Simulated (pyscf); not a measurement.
Optimised with ωB97X-D3(BJ)/def2-SVP in PySCF.

Q: H₂N–SiH₃ (SMILES N[SiH3]) -> H₂N–SiH: (SMILES N[SiH]) [singlet] + H₂ (SMILES [H][H])
Surface: singlet. Broken: H–Si, H–Si. Formed: H–H. Give ΔE‡ and ΔE from ωB97M-D3(BJ)/def2-TZVP, relative to the reactant's lowest minimum found.

A: ΔE‡ = 265.5 kJ/mol, ΔE = +165.6 kJ/mol. Zero-point energy shifts the barrier by -9.8 kJ/mol. It is a 1,1-elimination, with an imaginary mode of 1294i cm⁻¹. This is the saddle that the search found; another between the same sides may lie lower.
